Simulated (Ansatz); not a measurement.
C2N2S, SMILES `N#CSC#N`. Charge 0, multiplicity 1.

```xyz
5

N     0.872   -1.489   -1.531
C     0.668   -0.966   -0.524
S     0.456   -0.292    1.011
C    -0.628    0.941    0.612
N    -1.368    1.807    0.433
```

Problem. List the harmonic frequencies (cm⁻¹, unscaled) at PBE0-D4/def2-TZVP in Ansatz. (An estimate is asked.)

Solution. Computed: 126, 338, 382, 396, 517, 712, 716, 2307, 2322.

Problem. Is this a minimum?

Solution. Yes, all 9 modes are real.

Problem. Give the ideal-gas thermochemistry at 298.15 K and 1 bar (rigid rotor, harmonic oscillator; point group C2v, symmetry number 2).

Solution. Zero-point energy 46.7 kJ/mol; H(298) − E = 62.3 kJ/mol; entropy 298.2 J/(mol·K), of which translation 164.1, rotation 102.9, vibration 31.1; G(298) − E = -26.7 kJ/mol.

Problem. Rotational constants (cm⁻¹)?

Solution. 0.3505, 0.09472, 0.07457.
